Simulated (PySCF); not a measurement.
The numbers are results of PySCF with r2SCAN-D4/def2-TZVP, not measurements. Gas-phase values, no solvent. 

Reference species (SMILES): `[GaH2]` (neutral, multiplicity 2).

```
Item            Value
-------------  ------
dipole moment  0.25 D
```

Changed species: `[SiH3]` (radical fragment; the reference has radical fragment).

### Question
What does the change do to the dipole moment?

### Answer
the dipole moment falls by 0.20 D, to 0.05 D.
